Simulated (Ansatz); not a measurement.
# SiH2O (oxosilane) at PBE-QIDH/def2-TZVPP

Aim: the vertical ionisation energy of SiH2O (oxosilane) at PBE-QIDH/def2-TZVPP, from 2 runs. 

The results are computed with Ansatz 0.2.0.

50 further runs of the same task are left out: 50 set aside as unsound or not needed.

### 1 The molecule

The species is SiH2O (4 atoms), meant as a singlet with charge 0. SMILES: `O=[SiH2]`. The shape is that of a PBE0-D4/def2-TZVP optimisation.

Bond lengths: O1–Si2 1.516 Å, Si2–H3 1.485 Å, Si2–H4 1.486 Å. Angles: O1–Si2–H3 124.0°, O1–Si2–H4 124.0°, H3–Si2–H4 111.9°.

### 2 A single-point energy at PBE-QIDH/def2-TZVPP

The input, job.yaml:

```yaml
crystal:
  periodic: [false, false, false]
  atoms:
    - {symbol: O, position_ang: [-0.283200, 0.413500, 1.469500]}
    - {symbol: Si, position_ang: [-0.006700, 0.009800, 0.034900]}
    - {symbol: H, position_ang: [0.439900, -1.346000, -0.376200]}
    - {symbol: H, position_ang: [-0.150000, 0.922700, -1.128300]}
basis:
  gaussian:
    orbitals: def2-TZVPP
hamiltonian:
  xc: {name: PBE-QIDH}
correlation:
  frozen_orbitals: {H: 0, O: 1, Si: 5}
accuracy: high
output: {orbitals: {seedname: orbitals}}
```

Run with:

```
ansatz run job.yaml --threads 1 --pin off --max-ram 3480MiB --events-out events.jsonl --progress --plain --runs-dir runs
```

Log:

```text
Warning: RAYON_NUM_THREADS=1 ignored (pool sized by the plan → 1); use --threads N
Functional definition: PBE-QIDH
  name "PBE-QIDH"
  parameter a = 3^(-1/3)
  parameter c = 1/3
  exchange = (1 - a)*pbe_x + a*exact_x
  correlation = (1 - c)*pbe_c + c*(mp2_os + mp2_ss)
1618 factors; integrals over basis functions are off by at most 3.1e-9 eV
mean field evaluation 1: about -9940.7498 eV, gradient 5.2e1 eV
mean field evaluation 2: about -9940.7480 eV, gradient 5.2e1 eV
mean field evaluation 4: about -9945.8820 eV, gradient 3.9e0 eV
mean field evaluation 8: about -9945.9251 eV, gradient 1.5e-1 eV
mean field evaluation 16: about -9945.9253 eV, gradient 2.9e-5 eV
mean field -9945.92526159 eV, -365.5060117730 hartree, gradient 5.4e-8 eV, S^2 0.000000; 0 other end points of the search recorded, 0 dependent functions left out
6 core orbitals not correlated: weight in the atoms' cores, before any rotation towards them, 1.000 or more for the frozen orbitals, at most 0.000 for the correlated occupied ones
reference -9945.92526255 eV, -365.5060118085 hartree; 6, 6 occupied and 89, 89 virtual orbitals, 1618 factors
second order -11.19042528 eV of doubles, -0.00000000 eV of singles
Total energy: -9949.65540431 eV, -365.6430919898 hartree
```

Wall time 6.3 s (1 thread of Arm Neoverse V2, shared host); peak memory 0.23 GiB.

### 3 The doublet cation

The input, molecule.yaml:

```yaml
crystal:
  periodic: [false, false, false]
  atoms:
    - {symbol: O, position_ang: [-0.283200, 0.413500, 1.469500]}
    - {symbol: Si, position_ang: [-0.006700, 0.009800, 0.034900]}
    - {symbol: H, position_ang: [0.439900, -1.346000, -0.376200]}
    - {symbol: H, position_ang: [-0.150000, 0.922700, -1.128300]}
basis:
  gaussian:
    orbitals: def2-TZVPP
total_charge: 1
magnetization:
  spin_polarized: true
  initial_magnetization: 1
hamiltonian:
  xc: {name: PBE-QIDH}
correlation:
  frozen_orbitals: {H: 0, O: 1, Si: 5}
accuracy: high
output: {orbitals: {seedname: orbitals}}
```

Run with:

```
ansatz run molecule.yaml --threads 1 --pin off --max-ram 3480MiB --events-out events.jsonl --progress --plain --runs-dir runs
```

Log (excerpt; [...] marks lines left out):

```text
Warning: RAYON_NUM_THREADS=1 ignored (pool sized by the plan → 1); use --threads N
[... 2 set-up lines as earlier in the session ...]
[...]
1618 factors; integrals over basis functions are off by at most 3.1e-9 eV
[...]
mean field -9935.94814724 eV, -365.1393595835 hartree, gradient 3.9e-8 eV, S^2 0.758629; 2 other end points of the search recorded, 0 dependent functions left out
6 core orbitals not correlated: weight in the atoms' cores, before any rotation towards them, 1.000 or more for the frozen orbitals, at most 0.000 for the correlated occupied ones
reference -9935.94814818 eV, -365.1393596183 hartree; 6, 5 occupied and 89, 90 virtual orbitals, 1618 factors
second order -8.57956588 eV of doubles, -0.00000000 eV of singles
Total energy: -9938.80800348 eV, -365.2444573618 hartree
```

It took 11 s on 1 thread of Arm Neoverse V2, shared host; peak memory 0.37 GiB.

### 4 Outcome

Level: PBE-QIDH/def2-TZVPP, 6 core orbitals frozen.

| quantity | value |
| --- | --- |
| singlet SiH2O: total energy | -365.64309 Eh |
| singlet SiH2O: HOMO energy (SCF part's orbitals) | -10.73 eV |
| singlet SiH2O: LUMO energy (SCF part's orbitals) | -0.46 eV |
| singlet SiH2O: HOMO–LUMO gap (SCF part's orbitals) | 10.26 eV |
| doublet cation: total energy | -365.24446 Eh |
| doublet cation: HOMO energy (SCF part's orbitals) (highest over α and β) | -19.81 eV |
| doublet cation: LUMO energy (SCF part's orbitals) (lowest over α and β) | -9.55 eV |
| doublet cation: ⟨S²⟩ | 0.759 |
| vertical ionisation energy (to the doublet cation) | 10.847 eV |

**Reading.** Removing an electron at fixed nuclei costs 10.85 eV (250 kcal/mol). The negative HOMO energy of the first species, 10.73 eV, lies 0.12 eV below that difference.
